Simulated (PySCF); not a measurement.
Structure problem from calculated spectra and properties.

Elements present: B, C, H and S. Monoisotopic mass: 60.0205 u.

| Item | Value |
| --- | --- |
| Rotational structure | rotational constants A, B, C: 21.686, 7.664, 5.875 GHz [PBE0-D3(BJ)/def2-SVP] |
| UV, strongest line | among the 10 lowest singlet transitions: S6 at 8.40 eV (148 nm, f = 0.096) [TDDFT wB97X-D/def2-SVPD] |
| 1H NMR | chemical shifts (computed TMS as zero) by class: 6.89 (2 H), 2.46 (3 H) ppm [GIAO PBE0/pcSseg-1] |
| UV, first state | lowest singlet excitation: 6.10 eV (203 nm, f = 0.090) [TDDFT wB97X-D/def2-SVPD] |
| Valence photoelectron | vertical ionisation energy: 10.18 eV [ΔSCF wB97X-D/def2-SVPD] |
| Polarisability | 50.1 au [wB97X-D/def2-SVPD] |
| 13C NMR | chemical shifts (computed TMS as zero) by class: 25.8 (1 C) ppm [GIAO PBE0/pcSseg-1] |
| Dipole | 1.74 D [wB97X-D/def2-SVPD] |
| NMR, other nuclei | isotropic shieldings of nuclei other than C and H, by class: 33 (1 B), 370 (1 S) ppm [GIAO PBE0/pcSseg-1] |

The electronic properties come from PySCF, for the isolated species, density fitting. Levels stand in brackets. Isolated species at its PBE0-D3(BJ)/def2-SVP geometry (one conformer only). NMR values are class means; diastereotopic atoms form classes of their own.

Question: Which formula fits the mass and the elements?

Answer: CH5BS (calculated 60.0205). No other formula that holds each of these elements comes within 0.0003 u with a fitting electron parity and a possible valence count.

Question: Propose a structure and show how it fits.

Answer: Numbering: `[BH2:1][S:2][CH3:3]`. The one carbon: S-methyl carbon [C3] (25.8 ppm). Hydrogen classes from least to most shielded: 2 H on a three-coordinate boron, B1 (6.89 ppm), 3 H on an S-methyl carbon, C3 (2.46 ppm). The other shieldings belong to: 33 ppm, three-coordinate boron [B1]; 370 ppm, sulfur bonded to B and C [S2]. The first electron is taken from the HOMO, whose largest Löwdin shares are 0.65 on the sulfur bonded to B and C, 0.17 on the three-coordinate boron and 0.11 on the S-methyl carbon. By its constants the optimised geometry is an asymmetric top. Structure: `BSC` (CH5BS). The assignments are read from this structure; whether some other isomer fits the data as well wasn't checked.
